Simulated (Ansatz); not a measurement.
`[CH2]1[AlH][S]1` → Al• + C• + 3 H• + S•  (atomization)

Computed with Ansatz on PBE0-D4/def2-TZVP structures; ΔE is electronic, products minus reactants. CCSD(T)/CBS adds triple-zeta CCSD(T) − MP2 to the extrapolated MP2 energy (def2 sets, frozen cores). This one scheme is used for every species, atoms too. DFT in def2-TZVPP. HSE06 is defined as in plane-wave codes. No spin–orbit coupling; open shells (•) take unrestricted orbitals. Spin–orbit coupling would lower the free atoms: a little for Al, C, S.

`[CH2]1[AlH][S]1`:

Cartesian coordinates in Å:
```
C 0.529 0.422 -0.450
Al -0.760 -0.317 0.755
S 0.200 -1.432 -0.765
H 0.249 1.022 -1.313
H 1.565 0.594 -0.168
H -1.783 -0.289 1.942
```

```
           level  ΔE (eV)  difference from CCSD(T)/CBS
       revPBE-D4    19.61                        -0.13
         BLYP-D4    19.49                        -0.25
        HSE06-D4    19.77                         0.03
    CAM-B3LYP-D4    19.58                        -0.16
         ωB97X-V    19.83                         0.09
          B2PLYP    19.40                        -0.34
        PBE-QIDH    19.64                        -0.10
          revPBE    19.28                        -0.46
            BLYP    19.24                        -0.50
            PBE0    19.66                        -0.08
     HF/def2-SVP    14.06                        -5.68
CCSD(T)/def2-SVP    18.35                        -1.39
   HF/def2-TZVPP    14.05                        -5.69
 CCSD/def2-TZVPP    18.74                        -1.00
   MP2/CBS(def2)    20.09                         0.35
  CCSD/CBS(def2)    19.36                        -0.38
     CCSD(T)/CBS    19.74                            0
```

Task: What do rigid-rotor, harmonic-oscillator terms from PBE0-D4/def2-TZVP frequencies (298.15 K, 1 bar) make of the CCSD(T)/CBS value? (Estimate.)

Result: The calculation gave: ΔZPE = -0.93 eV, ΔH = +19.05 eV, ΔS = 560 J/(mol·K), ΔG = +17.32 eV. Open shells count their whole term as degenerate.

Largest T1 diagnostic among the species: 0.018.

From BLYP to BHLYP (50 % exact exchange), in def2-TZVPP and without D4, ΔE moves by −0.36 eV: exact exchange takes away binding that semilocal exchange gives to molecules. Leaving LDA and LC-ωPBE aside and taking each functional with its dispersion term where it has one, the values, not all of them listed here, spread over 1.08 eV, from BHLYP-D4 to B97M-V. LDA lies +2.58 eV from PBE without D4, its usual overbinding. In def2-TZVPP, CCSD(T) changes the Hartree–Fock value by +5.07 eV (the triples alone add +0.38 eV) and MP2 by +5.42 eV; breaking electron pairs costs correlation energy, which Hartree–Fock lacks.

For atomizations the MP2-based limit and the directly extrapolated one differ by several kJ/mol either way, and by 10 to 25 for some Ge, Se and Sn compounds, so smaller differences from it don't rank the levels.
